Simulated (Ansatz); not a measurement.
# C₃H₅+: functionals against CCSD(T) at one geometry

The task here is to estimate one member of a computed series from the others.

Method: single points in def2-TZVPP; program: Ansatz 0.2.0, Gaussian basis.

Cores are frozen in the correlated methods.

### Starting geometry

SMILES `C=[C+]C`, 8 atoms, charge 1, spin multiplicity 1.

Atoms are counted from 1 here; the program's logs count them from 0.

Bond lengths: C1–C2 1.295 Å, C1–H4 1.252 Å, C1–H5 1.079 Å, C2–C3 1.299 Å, C3–H6 1.109 Å, C3–H7 1.245 Å, C3–H8 1.084 Å. Angles: C2–C1–H4 116.8°, C2–C1–H5 128.4°, H4–C1–H5 114.8°, C1–C2–C3 172.6°, C2–C3–H6 118.2°, C2–C3–H7 118.8°, C2–C3–H8 108.7°, H6–C3–H7 103.9°, H6–C3–H8 100.1°, H7–C3–H8 104.9°.

As a file:

| atom | x (Å) | y (Å) | z (Å) |
| --- | --- | --- | --- |
| C1 | -0.8991 | 0.7393 | -0.8951 |
| C2 | -0.1454 | 0.0871 | -0.0689 |
| C3 | 0.7406 | -0.5121 | 0.6677 |
| H4 | -2.0802 | 0.3413 | -1.0161 |
| H5 | -0.6381 | 1.5805 | -1.5186 |
| H6 | 1.3131 | 0.0964 | 1.3967 |
| H7 | 1.6100 | -1.2088 | 0.1123 |
| H8 | 0.2308 | -1.1886 | 1.3446 |

Set-up of the first run:

The input, run/in.yaml:

```yaml
crystal:
  periodic: [false, false, false]
  atoms:
    - {symbol: C, position_ang: [-0.899100, 0.739300, -0.895100]}
    - {symbol: C, position_ang: [-0.145400, 0.087100, -0.068900]}
    - {symbol: C, position_ang: [0.740600, -0.512100, 0.667700]}
    - {symbol: H, position_ang: [-2.080200, 0.341300, -1.016100]}
    - {symbol: H, position_ang: [-0.638100, 1.580500, -1.518600]}
    - {symbol: H, position_ang: [1.313100, 0.096400, 1.396700]}
    - {symbol: H, position_ang: [1.610000, -1.208800, 0.112300]}
    - {symbol: H, position_ang: [0.230800, -1.188600, 1.344600]}
basis:
  gaussian: {orbitals: def2-TZVPP}
total_charge: 1
correlation: {method: ccsd_t}
output: {forces: true}
```

No record of the launch command was kept for these runs.

Among the steps run: CCSD(T)/def2-TZVPP; PBE0-D4/def2-TZVPP; wB97M-V/def2-TZVPP; r2SCAN-D4/def2-TZVPP; PBE-D4/def2-TZVPP; r2SCANh-D4/def2-TZVPP; BLYP-D4/def2-TZVPP.

One of the session's tables, all rows but one given; the rest of the session is left out.

```
    method  RMS force component (eV/Å)  angle to CCSD(T) forces (°)
   CCSD(T)                       2.551                    reference
   PBE0-D4                           ?                            ?
   wB97M-V                       2.549                          5.1
 r2SCAN-D4                       2.364                          6.0
    PBE-D4                       2.276                          6.0
r2SCANh-D4                       2.417                          6.2
   BLYP-D4                       2.289                          4.9
```

**Question.** Estimate the row for PBE0-D4.

**Answer.** RMS force component (eV/Å): 2.440; angle to CCSD(T) forces (°): 6.0. In the column «RMS force component (eV/Å)» it lies between r2SCANh-D4 (2.417) and wB97M-V (2.549).
